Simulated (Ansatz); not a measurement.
Worked example: vertical ionisation energy of HS (SMILES [SH])

HS has 2 atoms, charge 0, and is taken as a doublet. SMILES: `[SH]`. The shape is that of a GFN2-xTB optimisation.

```xyz
2

S     0.5680   -0.1857    0.2921
H    -0.5680    0.1857   -0.2921
```

Both states at this one shape; open shells run unrestricted unless said. 1 Eh = 27.2114 eV.

| level | program | doublet HS (Eh) | singlet HS+ (Eh) |
| --- | --- | --- | --- |
| U-r2SCAN0/3-21G | Ansatz | -396.715444 | -396.249771 |
| U-wB97M-V/3-21G | Ansatz | -396.737029 | -396.292576 |

Q: Work out the vertical ionisation energy at each level.

A: 
1. U-r2SCAN0/3-21G: -396.249771 − (-396.715444) = 0.465673 Eh = 12.67 eV.
2. U-wB97M-V/3-21G: -396.292576 − (-396.737029) = 0.444453 Eh = 12.09 eV.

No measured value is set beside it here; the levels span 12.09 to 12.67 eV.
